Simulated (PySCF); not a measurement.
**AlN⁺ at PW91**

Computed with PW91; Al aug-cc-pV(D+d)Z, N aug-cc-pVDZ; no relativity (PySCF 2.14).

| Property | Result |
| --- | --- |
| state | ⁴Σ⁻ (quartet), unpaired electrons σ ↑, π ↑↑ |
| bond length | 2.048 Å |
| harmonic wavenumber | 385 cm⁻¹ |
| force constant | 0.807 mdyn/Å |
| rotational constant Be | 0.4360 cm⁻¹ |
| anharmonicity ωexe | 10.3 cm⁻¹ |
| vibration–rotation constant αe | 0.0109 cm⁻¹ |
| well depth De to Al⁺ + N | 0.59 eV |
| dissociation energy D0 | 0.57 eV |
| bond order (Mayer) | 0.71 |
| dipole moment (positive dipole points towards N; it is taken about the centre of mass and depends on that origin) | -2.80 D |

For an ion De counts to the pair picked by the measured ionisation energies or electron affinities, which need not be the lowest pair at this level. The state was picked by a PBE0 search and need not be the measured ground state.
